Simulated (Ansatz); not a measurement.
**HCl (hydrogen chloride) at wB97X/def2-TZVPPD**

What is the vertical ionisation energy of HCl (hydrogen chloride) at wB97X/def2-TZVPPD? 

The results are computed with Ansatz 0.2.0.

32 further runs of the same task are left out: 32 set aside as unsound or not needed.

### 1 The molecule

HCl: 2 atoms, total charge 0, spin state singlet. SMILES: `Cl`. The shape is that of a PBE0-D4/def2-TZVP optimisation.

Bond lengths: Cl1–H2 1.279 Å.

### 2 The energy at wB97X/def2-TZVPPD

The input, job.yaml:

```yaml
crystal:
  periodic: [false, false, false]
  atoms:
    - {symbol: Cl, position_ang: [0.546000, -0.178500, 0.280800]}
    - {symbol: H, position_ang: [-0.546000, 0.178500, -0.280800]}
basis:
  gaussian: {orbitals: def2-TZVPPD.json}
hamiltonian: {xc: {name: wB97X}}
accuracy: high
output: {orbitals: {seedname: orbitals}}
```

The basis set def2-TZVPPD is read from a file made from the Basis Set Exchange's data (not shown).

Started as:

```console
$ ansatz run job.yaml --threads 1 --pin off --max-ram 3480MiB --events-out events.jsonl --progress --plain --runs-dir runs
```

Log:

```text
Warning: RAYON_NUM_THREADS=1 ignored (pool sized by the plan → 1); use --threads N
Functional definition: wB97X
  name "wB97X"
  parameter omega = 0.3/bohr
  parameter cx = 0.157706
  parameter cx1 = 0.726479
  parameter cx2 = 1.04760
  parameter cx3 = -5.70635
  parameter cx4 = 13.2794
  parameter css1 = -4.33879
  parameter css2 = 18.2308
  parameter css3 = -31.7430
  parameter css4 = 17.2901
  parameter cos1 = 2.37031
  parameter cos2 = -11.3995
  parameter cos3 = 6.58405
  parameter cos4 = -3.78132
  exchange = spin_sum(e_x_unif_sr(omega)*poly(b97_u_x, 1 - cx, cx1, cx2, cx3, cx4)) + cx*exact_x_sr(omega)
      + exact_x_lr(omega)
  correlation = spin_sum(e_c_pw_same_spin*poly(b97_u_same, 1, css1, css2, css3, css4))
      + integral(e_c_pw_opposite_spin*poly(b97_u_opposite, 1, cos1, cos2, cos3, cos4))
849 factors; integrals over basis functions are off by at most 3.7e-9 eV
202 factors; integrals over basis functions are off by at most 1.8e-9 eV
mean field evaluation 1: about -12539.1563 eV, gradient 1.0e1 eV
mean field evaluation 2: about -12539.3972 eV, gradient 7.0e0 eV
mean field evaluation 4: about -12539.4775 eV, gradient 6.5e-1 eV
mean field evaluation 8: about -12539.4798 eV, gradient 3.3e-2 eV
mean field evaluation 16: about -12539.4798 eV, gradient 7.9e-7 eV
mean field -12539.47981611 eV, -460.8173836772 hartree, gradient 9.7e-8 eV, S^2 0.000000; 0 other end points of the search recorded, 0 dependent functions left out
reference -12539.47981221 eV, -460.8173835341 hartree; 9, 9 occupied and 59, 59 virtual orbitals, 849 factors
Total energy: -12539.47981221 eV, -460.8173835341 hartree
```

Wall time 4.2 s (1 thread of Arm Neoverse V2, shared host); peak memory 0.18 GiB.

### 3 The doublet cation

The input, molecule.yaml:

```yaml
crystal:
  periodic: [false, false, false]
  atoms:
    - {symbol: Cl, position_ang: [0.546000, -0.178500, 0.280800]}
    - {symbol: H, position_ang: [-0.546000, 0.178500, -0.280800]}
basis:
  gaussian:
    orbitals: def2-TZVPPD.json
total_charge: 1
magnetization:
  spin_polarized: true
  initial_magnetization: 1
hamiltonian:
  xc: {name: wB97X}
accuracy: high
output: {orbitals: {seedname: orbitals}}
```

The basis set def2-TZVPPD is read from a file made from the Basis Set Exchange's data (not shown).

Started as:

```console
$ ansatz run molecule.yaml --threads 1 --pin off --max-ram 3480MiB --events-out events.jsonl --progress --plain --runs-dir runs
```

Log (excerpt; [...] marks lines left out):

```text
Warning: RAYON_NUM_THREADS=1 ignored (pool sized by the plan → 1); use --threads N
[... 2 set-up lines as earlier in the session ...]
[...]
      + exact_x_lr(omega)
[...]
      + integral(e_c_pw_opposite_spin*poly(b97_u_opposite, 1, cos1, cos2, cos3, cos4))
849 factors; integrals over basis functions are off by at most 3.7e-9 eV
202 factors; integrals over basis functions are off by at most 1.8e-9 eV
[...]
mean field -12526.73746134 eV, -460.3491107767 hartree, gradient 1.5e-8 eV, S^2 0.753769; 0 other end points of the search recorded, 0 dependent functions left out
reference -12526.73745978 eV, -460.3491107195 hartree; 9, 8 occupied and 59, 60 virtual orbitals, 849 factors
Total energy: -12526.73745978 eV, -460.3491107195 hartree
```

Wall time 9.9 s (1 thread of Arm Neoverse V2, shared host); peak memory 0.27 GiB.

### 4 Results

Level: wB97X/def2-TZVPPD.

```
                                          quantity          value
                         singlet HCl: total energy  -460.81738 Eh
                          singlet HCl: HOMO energy      -12.03 eV
                          singlet HCl: LUMO energy        1.84 eV
                        singlet HCl: HOMO–LUMO gap       13.87 eV
                      doublet cation: total energy  -460.34911 Eh
doublet cation: HOMO energy (highest over α and β)      -21.96 eV
 doublet cation: LUMO energy (lowest over α and β)      -13.52 eV
                              doublet cation: ⟨S²⟩          0.754
vertical ionisation energy (to the doublet cation)      12.742 eV
```

In words: Removing an electron at fixed nuclei costs 12.74 eV (1229 kJ/mol). −ε(HOMO) before ionisation, 12.03 eV, is 0.71 eV below this ionisation energy.
